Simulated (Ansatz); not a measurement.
Cost and result for the atomization energy of C2H4O2S (`O=C(S)CO`) (9 atoms, 8 bonds).

```xyz
9

O    -0.8388   -1.1332    0.6450
C    -0.2351   -0.4900   -0.1716
S    -0.0297   -0.9757   -1.8627
C     0.4221    0.8233    0.1888
O     0.1866    1.1504    1.5174
H    -0.7154   -2.1197   -1.7089
H     1.4981    0.7286   -0.0157
H     0.0340    1.5997   -0.4844
H    -0.3217    0.4165    1.8921
```

Charge 0, multiplicity 1. The structure was optimised at the PBE0-D4/def2-TZVP level. It is one conformer, not always the lowest. Program: Ansatz. All runs use 2 threads of an Arm Neoverse V2 on a shared host. Times are those of one run each, without the atoms' runs, and a repeat can differ threefold. Electronic energies, without spin–orbit coupling; frozen cores. CCSD(T)/CBS adds CCSD(T) − MP2 in def2-TZVPP to the MP2 limit, and its time is that of the two runs behind it. T1 = 0.015. HSE06 is the plane-wave form, built on full-range PBE exchange.

CCSD(T)/CBS is a level of theory with its own doubt, some kJ/mol a heavy atom from the limit and from the frozen cores, so smaller differences don't rank the functionals.

```tsv
level	functions	wall time
LDA (SPW92)/def2-TZVPP	222	1.4 s
PBE-D4/def2-TZVPP (with forces)	222	3.1 s
BHLYP-D4/def2-TZVPP	222	3.4 s
HSE06-D4/def2-TZVPP	222	3.5 s
CCSD(T)/def2-SVP	94	4.8 s
r2SCAN-D4/def2-TZVPP (with forces)	222	5.5 s
r2SCANh-D4/def2-TZVPP	222	6 s
B2PLYP/def2-TZVPP	222	6.5 s
PBE-QIDH/def2-TZVPP	222	6.5 s
ωB97X-V/def2-TZVPP	222	9 s
MP2/def2-QZVPP	418	22 s
CCSD(T)/def2-TZVPP	222	2.2 min
CCSD(T)/CBS(def2)	–	2.6 min
```

Problem. What atomization energy does each give, and how far from CCSD(T)/CBS? (Estimate.)

Solution. Ansatz gave: 
| level | atomization (kJ/mol) | difference from CCSD(T)/CBS | per bond |
| --- | --- | --- | --- |
| LDA (SPW92)/def2-TZVPP | 4196.9 | 667.8 | 83.5 |
| PBE-D4/def2-TZVPP (with forces) | 3675.9 | 146.8 | 18.3 |
| BHLYP-D4/def2-TZVPP | 3352.0 | -177.1 | -22.1 |
| HSE06-D4/def2-TZVPP | 3556.7 | 27.6 | 3.5 |
| CCSD(T)/def2-SVP | 3321.7 | -207.4 | -25.9 |
| r2SCAN-D4/def2-TZVPP (with forces) | 3558.6 | 29.5 | 3.7 |
| r2SCANh-D4/def2-TZVPP | 3517.7 | -11.4 | -1.4 |
| B2PLYP/def2-TZVPP | 3489.3 | -39.8 | -5.0 |
| PBE-QIDH/def2-TZVPP | 3501.7 | -27.4 | -3.4 |
| ωB97X-V/def2-TZVPP | 3540.9 | 11.8 | 1.5 |
| MP2/def2-QZVPP | 3589.5 | 60.4 | 7.6 |
| CCSD(T)/def2-TZVPP | 3422.1 | -107.0 | -13.4 |
| CCSD(T)/CBS(def2) | 3529.1 | 0.0 | 0.0 |

At CCSD(T), def2-SVP lies −207.4 kJ/mol from the extrapolated value and def2-TZVPP −107.0 kJ/mol: correlation converges slowly with the basis, and small sets miss more of it in the bonded molecule than in its fragments. From BLYP to BHLYP (50 % exact exchange), in def2-TZVPP and without D4, the atomization energy moves by −186.4 kJ/mol: exact exchange takes away binding that semilocal exchange gives to molecules. The D4 term adds +28.1 kJ/mol with B3LYP and +14.6 kJ/mol with PBE0; it sums over pairs of atoms, weighted by their polarisabilities, and B3LYP, whose exchange is more repulsive, gets the larger term.

B3LYP here is the variant with VWN-RPA as its local correlation; programs differ in this.
